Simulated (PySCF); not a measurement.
**Shieldings and the share of exact exchange**

Molecule: SMILES C1CC1, C₃H₆.

Geometry:
| atom | x (Å) | y (Å) | z (Å) |
| --- | --- | --- | --- |
| C1 | 0.847 | 0.167 | 0.061 |
| C2 | -0.271 | -0.800 | -0.191 |
| C3 | -0.577 | 0.633 | 0.129 |
| H4 | 1.407 | 0.077 | 0.996 |
| H5 | 1.455 | 0.487 | -0.790 |
| H6 | -0.433 | -1.146 | -1.215 |
| H7 | -0.482 | -1.556 | 0.571 |
| H8 | -0.998 | 0.864 | 1.112 |
| H9 | -0.949 | 1.273 | -0.674 |

GIAO shieldings (ppm, equivalent atoms averaged) in PySCF 2.14.0 with density-fitted response routines on the PBE0-D3(BJ)/def2-SVP geometry, basis pcSseg-2, gas phase, non-relativistic:

| functional | exact exchange (%) | σ(C1/C2/C3) |
| --- | --- | --- |
| BLYP | 0 | 176.6 |
| BP86 | 0 | 180.3 |
| PBE | 0 | 180.9 |
| B3LYP | 20 | 181.1 |
| mPW1PW91 | 25 | 185.0 |
| BHandHLYP | 50 | 186.9 |
| HF | 100 | 195.3 |

(1) Fit each shielding as a line in the percentage of exact exchange.

(2) What does the line predict for PBE0 (25 %), and what does the run give?

Results:

(1) σ(C1/C2/C3) = 179.3 + 0.16 x (rms 1.5 ppm). The functionals also differ in their semilocal parts, which the line can't hold; Hartree–Fock has no correlation at all.

(2) σ(C1/C2/C3): 183.3 predicted, 185.9 computed ppm.
